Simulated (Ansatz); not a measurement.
**Which isomer of CH5SSi− gives these data?**

These gas-phase data were calculated for one isomer of CH5SSi− at PBE0-D3(BJ)/def2-SVPD (harmonic, unscaled wavenumbers; equilibrium rotational constants with average atomic masses):

```
rotational constants            : 17.36, 3.721, 3.238 GHz
all wavenumbers above 1500 cm⁻¹ : 3135, 3117, 3019, 2065, 2034
```

Candidates:

(1) `[SiH3]C[S-]`, a singlet
(2) `C[SiH2][S-]`, a singlet

Which candidate do the data belong to?

Candidate (2). 2 modes lie between 2000 and 2380 cm⁻¹, one for each Si–H bond, while (1) has 3.

The same quantities for all candidates:

|  | rotational constants (GHz) | wavenumbers above 1500 cm⁻¹ | E above the lowest, PBE0-D3(BJ)/def2-SVPD (kcal/mol) |
| --- | --- | --- | --- |
| (1) | 20.16, 3.46, 3.12 | 3048, 2998, 2206, 2205, 2020 | 40.2 |
| (2) | 17.36, 3.721, 3.238 | 3135, 3117, 3019, 2065, 2034 | 0.0 |

Programs: Ansatz 0.2.0.
